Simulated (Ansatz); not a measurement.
```yaml
crystal:
  periodic: [false, false, false]
  atoms:
    - {symbol: O, position_ang: [-0.000000, -0.000000, -0.993769]}
    - {symbol: S, position_ang: [0.000000, 0.000000, 0.485773]}
basis:
  gaussian: {orbitals: cc-pVTZ}
magnetization: {spin_polarized: false, initial_magnetization: 2}
hamiltonian: {xc: {name: rPW86-PBE}}
scf: {lower_state_search: full}
output: {forces: true}
```

```sh
$ ansatz run in.yaml --threads 2 --pin off --events-out ev --progress --plain --max-ram 32768MiB --backend cpu
```

Shortened log:

```
Functional definition: rPW86-PBE
435 factors; their error is unknown
mean field evaluation 1: about -12889.0545 eV, gradient 5.8e1 eV
mean field evaluation 2: about -12827.4110 eV, gradient 1.5e2 eV
mean field evaluation 4: about -12895.2407 eV, gradient 7.9e0 eV
mean field evaluation 8: about -12895.3953 eV, gradient 1.0e-1 eV
mean field evaluation 64: about -12895.4148 eV, gradient 3.3e-2 eV
mean field evaluation 96: about -12895.3954 eV, gradient 9.5e-3 eV
mean field evaluation 128: about -12895.3954 eV, gradient 6.1e-5 eV
mean field -12895.39535420 eV, -473.8970384538 hartree, gradient 7.7e-6 eV, S^2 2.000000; 5 other end points of the search recorded, 0 dependent functions left out
reference -12895.39541378 eV, -473.8970406434 hartree; 13, 11 occupied and 51, 53 virtual orbitals, 435 factors
Total energy: -12895.39541378 eV, -473.8970406434 hartree
Atom 0 at    -0.000000    -0.000000    -0.993769 Å, force    -0.000000    -0.000000    -2.211904 eV/Å
Atom 1 at     0.000000     0.000000     0.485773 Å, force     0.000000     0.000000     2.211904 eV/Å
Dipole moment:     0.000000    -0.000000     0.300042 e Å
```

Run time 2.8 s (2 threads of an AMD EPYC 7R13 on a shared host); peak host memory 0.2 GiB.
